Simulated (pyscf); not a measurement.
This saddle point was located with ωB97X-D3(BJ)/def2-SVP in PySCF.

```
C
F 1 1.3331
F 1 1.3352 2 110.52
H 1 1.1048 2 112.39 3 126.17
H 1 1.4995 4 121.51 3 115.80
C 5 1.1516 1 106.29 4 7.17
F 6 1.3259 5 115.90 1 63.66
F 6 1.3269 5 115.85 1 -65.11
```
Charge 0, spin multiplicity 1.

Surface: singlet, charge 0. Lowest wavenumbers (cm⁻¹): 1350i, 13, 113, 207, 339.

### Question
Which two sides does it connect, and which bonds change?

### Answer
F–CH₂–F (SMILES FCF) + F–C:–F (SMILES F[C]F) [singlet] ⇌ F–CH(F)–CH(F)–F (SMILES FC(F)C(F)F), an insertion read from left to right: C–H broken and C–C, C–H formed. At ωB97M-D3(BJ)/def2-TZVP it lies +166.0 kJ/mol from the left side and +405.2 kJ/mol from the right (each side as separated species at their lowest minima found). F–CH(F)–CH(F)–F lies 26.0 kJ/mol over its isomer F–CH₂–C(F)(F)–F, and others may lie lower still (electronic energy, ωB97M-D3(BJ)). One saddle was located; it need not be the lowest between these sides.
